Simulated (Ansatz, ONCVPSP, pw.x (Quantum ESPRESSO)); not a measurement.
# Which Al potential is closest to all-electron in the bcc crystal?

All use PBEsol, scalar-relativistic, no spin, cutoffs from each file’s atomic test, pw.x 7.5; 14³ k-points, Fermi–Dirac smearing 0.01 Ry. Δ is the rms difference from all-electron LAPW of the E(V) curves that follow from fits to the pressures, over ±6 % in volume. Mesh and smearing are coarse and serve the comparison alone. The files are a selection: those with a ghost or negative overlap were mostly not run, and those with noisy or unconverged pressures or nearly equal Δ are left out.

All-electron: a0 = 3.215 Å (V0 = 16.61 Å³/atom), B0 = 72.6 GPa.

Task: Rank them by Δ, smallest first.
A. optimised norm-conserving Vanderbilt (ONCV), ONCVPSP 4.0.1.1 (patched build), PBEsol; core [Ne], reference 3s2 3p0.75; waves: 3s: rc 2.20 bohr, ncon 4, nbas 7, qcut 3.6 1/bohr, 3 projectors, debl 2.8 Ha; 3p: rc 2.50 bohr, ncon 5, nbas 8, qcut 3.2 1/bohr, 2 projectors, debl 3.7 Ha; d scattering state at 0.39 Ha: rc 2.70 bohr, ncon 4, nbas 8, qcut 3.1 1/bohr, 2 projectors, debl 2.9 Ha; local part: polynomial inside 1.75 bohr (lpopt 5, dvloc0 0 Ha); core correction: Teter function fitted to the true core (icmod 2), fcfact 0.55.
B. optimised norm-conserving Vanderbilt (ONCV), ONCVPSP 4.0.1.1 (patched build), PBEsol; core [Ne], reference 3s2 3p1; waves: 3s: rc 2.25 bohr, ncon 4, nbas 7, qcut 2.4 1/bohr, 1 projector; 3p: rc 2.35 bohr, ncon 5, nbas 8, qcut 4.1 1/bohr, 2 projectors, debl 1 Ha; d scattering state at 0.39 Ha: rc 2.35 bohr, ncon 4, nbas 9, qcut 4 1/bohr, 2 projectors, debl 3.4 Ha; local part: polynomial inside 1.70 bohr (lpopt 5, dvloc0 0 Ha); core correction: none.
C. optimised norm-conserving Vanderbilt (ONCV), ONCVPSP 4.0.1.1 (patched build), PBEsol; core [Ne], reference 3s2 3p0.75; waves: 3s: rc 1.70 bohr, ncon 4, nbas 9, qcut 3 1/bohr, 1 projector; 3p: rc 2.85 bohr, ncon 4, nbas 8, qcut 2.4 1/bohr, 1 projector; d scattering state at 0.25 Ha: rc 2.50 bohr, ncon 3, nbas 8, qcut 3.2 1/bohr, 1 projector; local part: polynomial inside 1.65 bohr (lpopt 5, dvloc0 0 Ha); core correction: Teter function, fcfact 3.25, rcfact 1.45.

Result: B (0.3 meV/atom), A (1.3 meV/atom), C (1.9 meV/atom).
